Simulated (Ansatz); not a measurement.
The input, for Ansatz 0.2.0:

```yaml
crystal:
  periodic: [false, false, false]
  atoms:
    - {symbol: Si, position_ang: [0.000000, -0.050740, 0.000000]}
    - {symbol: H, position_ang: [0.000000, 0.706913, -1.278374]}
    - {symbol: H, position_ang: [0.000000, 0.706912, 1.278374]}
basis:
  gaussian: {orbitals: cc-pVTZ}
magnetization: {spin_polarized: true, initial_magnetization: 2}
hamiltonian: {xc: {name: PBE}}
correlation: {method: rpa, electrons: outside_noble_gas}
```

```sh
$ ansatz run in.yaml --threads 1 --pin off --events-out ev --progress --plain --max-ram 3328MiB --backend cpu
```

**Question.** Roughly how long does this take on 1 thread of AMD EPYC 7R13, shared host, and how much host memory?

**Answer.** 0.72 s wall and 0.16 GiB.

```
356 factors; integrals over basis functions are off by at most 4.8e-4 eV
mean field evaluation 1: about -7902.4496 eV, gradient 8.9e0 eV
mean field evaluation 2: about -7902.4450 eV, gradient 8.9e0 eV
mean field evaluation 4: about -7903.1202 eV, gradient 1.3e0 eV
mean field evaluation 8: about -7903.1353 eV, gradient 6.8e-3 eV
mean field evaluation 16: about -7903.1353 eV, gradient 6.4e-7 eV
mean field -7903.13530430 eV, -290.4348654954 hartree, gradient 6.3e-7 eV, S^2 2.002995; 0 other end points of the search recorded, 0 dependent functions left out
5 core orbitals not correlated: weight in the atoms' cores, before any rotation towards them, 1.000 or more for the frozen orbitals, at most 0.000 for the correlated occupied ones
reference -7891.58700330 eV, -290.0104732615 hartree; 4, 2 occupied and 53, 55 virtual orbitals, 356 factors
Total energy: -7897.44031980 eV, -290.2255786753 hartree
```
